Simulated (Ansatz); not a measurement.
[AlMeH3]- (CH6Al⁻). The state is a triplet with charge -1. Geometry B3LYP-D4/def2-TZVPD, that of the charge -1 singlet.

```xyz
8

Al   -0.462   -0.237    0.808
C     0.514    0.264   -0.900
H     0.771    1.330   -0.924
H    -0.094    0.058   -1.791
H     1.451   -0.297   -1.013
H    -0.837   -1.837    0.781
H    -1.844    0.645    0.933
H     0.501    0.074    2.105
```

At PBE-D4/def2-TZVPD, r2SCAN-D4/def2-TZVPD, PBE0-D4/def2-TZVPD the highest occupied level of the charge -1 triplet lies above zero (up to 2.20 eV). By energy differences it is unbound by 0.88 eV (vertical, against the charge 0 doublet, at PBE-D4/def2-TZVPD) and held by the finite basis. At PBE-D4/def2-TZVPD the gap within one spin of the charge -1 triplet nearly closes, so an electron or hole may be smeared out by delocalisation error. At PBE0-D4/def2-TZVPD a singlet of charge -1 lies 5.04 eV below the triplet at the same geometry.

Task: Estimate the α-spin orbital energies around the gap (eV) in Ansatz with PBE-D4/def2-TZVPD, r2SCAN-D4/def2-TZVPD, PBE0-D4/def2-TZVPD.

Result: 
```csv
orbital,PBE-D4/def2-TZVPD,r2SCAN-D4/def2-TZVPD,PBE0-D4/def2-TZVPD
HOMO−5,-6.81,-7.35,-8.59
HOMO−4,-6.74,-7.29,-8.52
HOMO−3,-4.29,-4.83,-5.83
HOMO−2,-2.92,-3.17,-4.10
HOMO−1,-2.92,-3.17,-4.10
HOMO,2.20,2.18,1.82
LUMO,2.92,3.32,3.34
LUMO+1,3.73,3.91,4.26
LUMO+2,3.73,3.91,4.26
LUMO+3,3.85,4.17,4.38
LUMO+4,4.01,4.23,4.48
LUMO+5,4.02,4.23,4.48
β HOMO,-2.68,-2.93,-3.81
β LUMO,-2.93,-2.61,-2.00
```
